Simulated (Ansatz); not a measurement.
A calculation with Ansatz (development build ahead of 0.2.0).

```yaml
crystal:
  periodic: [false, false, false]
  atoms:
    - { symbol: C, position_ang: [0.0, 0.57779, -0.63546] }
    - { symbol: Si, position_ang: [0.0, -1.15558, 0.0] }
    - { symbol: C, position_ang: [0.0, 0.57779, 0.63546] }
basis:
  gaussian: { orbitals: def2-SVP }
hamiltonian:
  xc: hf
correlation:
  method: ccsd_t
  frozen_orbitals: { C: 1, Si: 5 }
scf:
  omitted_lower_state_checks: [stability, starts, atomic_configurations, cluster_reference, orbital_swaps, given_window_search, neighbouring_geometries, increment]
```

The input is written out in the form of the current development build from the run's settings.

Output:

```yaml
Converged: yes
Reference_energy: -364.33973 hartree
Correlation_energy: -0.35090 hartree
Total_energy: -364.69063 hartree
```
